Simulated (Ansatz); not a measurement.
**One shape, several levels: BNH6 (SMILES [BH3-][NH3+])**

Aim: a comparison of 6 runs (HSE06/STO-3G, UPBE/STO-3G, r2SCAN0/STO-3G, revPBE/STO-3G, RPA@PBE/STO-3G, CCSDT/STO-3G) of BNH6. 

The results are computed with Ansatz 0.2.0.

48 further runs of the same task are left out: 2 that didn't finish, 46 set aside as unsound or not needed.

### Step 1. Starting point

The species is BNH6 (8 atoms), meant as a singlet with charge 0. SMILES: `[BH3-][NH3+]`. The H5–B1 distance was set to 2.424 Å, away from the relaxed value. At this shape a bond of the SMILES string is far longer than usual.

Bond lengths: B1–N2 1.639 Å, B1–H3 1.212 Å, B1–H4 1.212 Å, N2–H6 1.015 Å, N2–H7 1.015 Å, N2–H8 1.015 Å. Angles: B1–N2–H6 110.9°, B1–N2–H7 110.9°, B1–N2–H8 110.9°, N2–B1–H3 105.3°, N2–B1–H4 105.3°, H6–N2–H7 108.0°, H6–N2–H8 108.0°, H7–N2–H8 108.0°, H3–B1–H4 113.3°.

### Step 2. A single-point energy at HSE06/STO-3G (run 1)

The input, molecule.yaml:

```yaml
crystal:
  periodic: [false, false, false]
  atoms:
    - {symbol: B, position_ang: [-0.986986, -0.624985, -0.512405]}
    - {symbol: "N", position_ang: [-0.589186, -1.130885, 0.994695]}
    - {symbol: H, position_ang: [-0.873886, -1.604185, -1.218005]}
    - {symbol: H, position_ang: [-2.128286, -0.226085, -0.424205]}
    - {symbol: H, position_ang: [0.604400, 1.126600, -1.038400]}
    - {symbol: H, position_ang: [-0.654886, -0.368785, 1.661695]}
    - {symbol: H, position_ang: [0.360914, -1.487085, 1.018295]}
    - {symbol: H, position_ang: [-1.209686, -1.872285, 1.303495]}
basis:
  gaussian:
    orbitals: STO-3G
hamiltonian:
  xc: hse06
accuracy: high
```

Command:

```console
ansatz run molecule.yaml --threads 1 --pin off --max-ram 2610MiB --events-out events.jsonl --progress --plain --runs-dir runs
```

The log of the run:

```text
Warning: RAYON_NUM_THREADS=1 ignored (pool sized by the plan → 1); use --threads N
Functional definition: HSE06
  name "HSE06"
  parameter a = 0.25
  parameter omega = 0.11/bohr
  exchange = pbe_x - a*pbe_x_sr(omega) + a*exact_x_sr(omega)
  correlation = pbe_c
275 factors; integrals over basis functions are off by at most 1.1e-8 eV
67 factors; integrals over basis functions are off by at most 3.1e-10 eV
mean field evaluation 1: about -2224.7264 eV, gradient 1.7e1 eV
mean field evaluation 2: about -2215.0697 eV, gradient 3.6e1 eV
mean field evaluation 4: about -2226.9542 eV, gradient 3.8e0 eV
mean field evaluation 8: about -2227.0248 eV, gradient 1.5e-1 eV
mean field evaluation 16: about -2226.9733 eV, gradient 6.1e-6 eV
mean field -2226.97330746 eV, -81.8397595523 hartree, gradient 7.7e-8 eV, S^2 0.000000; 0 other end points of the search recorded, 0 dependent functions left out
reference -2226.97330962 eV, -81.8397596319 hartree; 9, 9 occupied and 7, 7 virtual orbitals, 275 factors
Total energy: -2226.97330962 eV, -81.8397596319 hartree
```

Wall time 1.4 s (1 thread of Arm Neoverse V1, shared host); peak memory 0.096 GiB.

### Step 3. A single-point energy at UPBE/STO-3G (run 2)

molecule.yaml, as its differences from that of step 2:

```diff
@@ -14,4 +14,6 @@
     orbitals: STO-3G
+magnetization:
+  spin_polarized: true
 hamiltonian:
-  xc: hse06
+  xc: {name: PBE}
 accuracy: high
```

Command:

```console
ansatz run molecule.yaml --threads 1 --pin off --max-ram 2610MiB --events-out events.jsonl --progress --plain --runs-dir runs
```

The log of the run:

```text
Warning: RAYON_NUM_THREADS=1 ignored (pool sized by the plan → 1); use --threads N
Functional definition: PBE
  name "PBE"
  parameter kappa = 0.804
  parameter beta = 0.06672455060314922
  exchange = pbe_x(kappa = kappa, mu = beta*pi^2/3)
  correlation = pbe_c(beta = beta)
275 factors; integrals over basis functions are off by at most 1.1e-8 eV
mean field evaluation 1: about -2224.6100 eV, gradient 1.3e1 eV
mean field evaluation 2: about -2211.8215 eV, gradient 2.5e1 eV
mean field evaluation 4: about -2225.9934 eV, gradient 9.4e0 eV
mean field evaluation 8: about -2226.0854 eV, gradient 9.0e0 eV
mean field evaluation 16: about -2226.8778 eV, gradient 9.5e-9 eV
mean field evaluation 32: about -2226.6980 eV, gradient 1.8e0 eV
mean field -2226.91623015 eV, -81.8376620000 hartree, gradient 1.9e-8 eV, S^2 0.265095; 3 other end points of the search recorded, 0 dependent functions left out
reference -2226.91623234 eV, -81.8376620803 hartree; 9, 9 occupied and 7, 7 virtual orbitals, 275 factors
Total energy: -2226.91623234 eV, -81.8376620803 hartree
```

Run time: 4.2 s. Hardware: 1 thread of Arm Neoverse V1, shared host; peak memory 0.13 GiB.

Runs 3 to 4 aren't shown in full; the table further down has their settings and results.

### Step 4. The energy at RPA@PBE/STO-3G (run 5)

The input, job.yaml:

```yaml
crystal:
  periodic: [false, false, false]
  atoms:
    - symbol: B
      position_ang: [-0.986986, -0.624985, -0.512405]
    - symbol: N
      position_ang: [-0.589186, -1.130885, 0.994695]
    - symbol: H
      position_ang: [-0.873886, -1.604185, -1.218005]
    - symbol: H
      position_ang: [-2.128286, -0.226085, -0.424205]
    - symbol: H
      position_ang: [0.604400, 1.126600, -1.038400]
    - symbol: H
      position_ang: [-0.654886, -0.368785, 1.661695]
    - symbol: H
      position_ang: [0.360914, -1.487085, 1.018295]
    - symbol: H
      position_ang: [-1.209686, -1.872285, 1.303495]
basis:
  gaussian:
    orbitals: STO-3G
hamiltonian:
  xc: pbe
correlation:
  method: rpa
  frozen_orbitals: {B: 1, H: 0, "N": 1}
accuracy: high
```

Command:

```console
ansatz run job.yaml --threads 1 --pin off --max-ram 2610MiB --events-out events.jsonl --progress --plain --runs-dir runs
```

The log of the run, shortened:

```text
Warning: RAYON_NUM_THREADS=1 ignored (pool sized by the plan → 1); use --threads N
[... 2 set-up lines as earlier in the session ...]
[...]
275 factors; integrals over basis functions are off by at most 1.1e-8 eV
[...]
mean field -2226.87776150 eV, -81.8362483032 hartree, gradient 1.6e-8 eV, S^2 0.000000; 0 other end points of the search recorded, 0 dependent functions left out; unrestricted orbitals would lower it
unrestricted determinant -2215.13725005 eV, -81.4047924653 hartree, S^2 0.8639
2 core orbitals not correlated: weight in the atoms' cores, before any rotation towards them, 1.000 or more for the frozen orbitals, at most 0.000 for the correlated occupied ones
reference -2212.82370668 eV, -81.3197713146 hartree; 7, 7 occupied and 7, 7 virtual orbitals, 275 factors
Total energy: -2220.70208641 eV, -81.6092964297 hartree
```

It took 1.9 s on 1 thread of Arm Neoverse V1, shared host; peak memory 0.099 GiB.

### Step 5. A single-point energy at CCSDT/STO-3G (run 6)

The input, run.yaml:

```yaml
crystal:
  periodic: [false, false, false]
  atoms:
    - symbol: B
      position_ang: [-0.986986, -0.624985, -0.512405]
    - symbol: N
      position_ang: [-0.589186, -1.130885, 0.994695]
    - symbol: H
      position_ang: [-0.873886, -1.604185, -1.218005]
    - symbol: H
      position_ang: [-2.128286, -0.226085, -0.424205]
    - symbol: H
      position_ang: [0.604400, 1.126600, -1.038400]
    - symbol: H
      position_ang: [-0.654886, -0.368785, 1.661695]
    - symbol: H
      position_ang: [0.360914, -1.487085, 1.018295]
    - symbol: H
      position_ang: [-1.209686, -1.872285, 1.303495]
basis:
  gaussian:
    orbitals: STO-3G
scf:
  omitted_lower_state_checks: [cluster_reference, increment]
correlation:
  method: ccsdt
  frozen_orbitals: {B: 1, H: 0, "N": 1}
accuracy: high
```

Command:

```console
ansatz run run.yaml --threads 1 --pin off --max-ram 2610MiB --events-out events.jsonl --progress --plain --runs-dir runs
```

The log of the run, shortened:

```text
Warning: RAYON_NUM_THREADS=1 ignored (pool sized by the plan → 1); use --threads N
Functional definition: HF
  name "HF"
[...]
275 factors; integrals over basis functions are off by at most 1.1e-8 eV
[...]
mean field -2213.01972450 eV, -81.3269748366 hartree, gradient 2.8e-8 eV, S^2 0.000000; 0 other end points of the search recorded, 0 dependent functions left out; unrestricted orbitals would lower it
2 core orbitals not correlated: weight in the atoms' cores, before any rotation towards them, 1.000 or more for the frozen orbitals, at most 0.000 for the correlated occupied ones
reference -2213.01972450 eV, -81.3269748366 hartree; 7, 7 occupied and 7, 7 virtual orbitals, 275 factors
second order -3.94591271 eV of doubles, -0.00000000 eV of singles
cycle   1  -4.41261142 eV  change    -1.2e0 eV  update   1.3e-1
[...]
cycle  22  -5.93966801 eV  change   -1.1e-9 eV  update  5.9e-10
WARN: these amplitudes may be one of several solutions (largest doubles amplitude 0.49, level shift 4.89 eV)
Total energy: -2218.95939251 eV, -81.5452536101 hartree
Checks for a lower state left out: cluster_reference, increment
```

Wall time 0.47 s (1 thread of Arm Neoverse V1, shared host).

### Step 6. All runs side by side

```
run           level  frozen core orbitals  energy (Eh)  wall time
  1    HSE06/STO-3G                     –   -81.839760      1.4 s
  2     UPBE/STO-3G                     –   -81.837662      4.2 s
  3  r2SCAN0/STO-3G                     –   -81.888015      2.4 s
  4   revPBE/STO-3G                     –   -81.945084      1.3 s
  5  RPA@PBE/STO-3G                     2   -81.609296      1.9 s
  6    CCSDT/STO-3G                     2   -81.545254     0.47 s
```

### Step 7. Outcome

| quantity | value |
| --- | --- |
| run 6: total energy | -81.54525 Eh |
| run 6: correlation energy (2 core orbitals frozen) | -218.3 mEh |
| run 6: T1 diagnostic | 0.039 |

Totals of different functionals can't be ranked against each other. In runs 5, 6 the log says that unrestricted orbitals would lower the reference, so the values rest on an unstable closed-shell determinant (other closed-shell runs at this shape may share the fault). In runs 1, 2, 3, 4, 5, 6 the basis is minimal, so the values are rough. Spin contamination of the reference: run 2 ⟨S²⟩ = 0.27. All runs together took 12 s, the longest 4.2 s.
